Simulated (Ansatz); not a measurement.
Reaction (isomerisation): `OC1(O)C=CS1` → `C#CS(C)(=O)=O`

Isolated molecules relaxed with PBE0-D4/def2-TZVP in Ansatz; ΔE leaves out vibrations. CBS: MP2 limit from def2 TZ/QZ plus the TZ coupled-cluster correction, frozen cores. Functionals use def2-TZVPP. B3LYP here is the variant with VWN-RPA as its local correlation; programs differ in this. HSE06 is defined as in plane-wave codes. Each species was taken in one conformer, which may not be the lowest.

```csv
level,ΔE (kJ/mol),difference from CCSD(T)/CBS
revPBE-D4,141.1,8.4
B3LYP-D4,137.4,4.7
r2SCAN0-D4,142.0,9.3
HSE06-D4,155.9,23.2
revPBE,137.7,5.0
r2SCAN0,142.2,9.5
BHLYP,144.4,11.7
CAM-B3LYP,140.8,8.1
HF/def2-QZVPP,135.6,2.9
MP2/def2-QZVPP,110.1,-22.6
CCSD(T)/CBS,132.7,0
```

Largest T1 diagnostic among the species: 0.016.

From BLYP to BHLYP (50 % exact exchange), in def2-TZVPP and without D4, ΔE moves by +17.1 kJ/mol. At CCSD(T), def2-SVP lies +177.1 kJ/mol from the extrapolated value and def2-TZVPP +15.2 kJ/mol.
